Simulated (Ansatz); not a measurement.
We consider CaB6-type LaB₆, described by PBE (plane waves, PAW; Ansatz, a first-principles code).

Run with plane-wave cutoff 520 eV, 16×16×16 k mesh, Fermi–Dirac smearing 0.086 eV (set by the program), scalar-relativistic PAW data made under PBE.

Computed at the level's own relaxed cell.

Hill averages of the elastic tensor: K = 173.7 GPa, G = 129.5 GPa. Volume 10.246 Å³/atom, mean atomic mass 29.110 u.

Work out the density, the sound velocities of a polycrystal and the elastic Debye temperature, and Pugh's ratio at this level.

ρ = 1.66054 × 29.110/10.246 = 4.718 g/cm³. v_l = √[(K + 4G/3)/ρ] = 8.568 km/s and v_t = √(G/ρ) = 5.239 km/s. The mean follows from 3/v_m³ = 1/v_l³ + 2/v_t³: v_m = 5.785 km/s. Θ_D = (ħ/k_B) v_m (6π²/V)^(1/3) = 76.38 K Å s/km × 5.785 × 1.7946 Å⁻¹ = 793 K, counting all atoms of the cell. K/G = 1.34, to be set beside Pugh's rough bound of 1.75 between brittle and ductile metals.
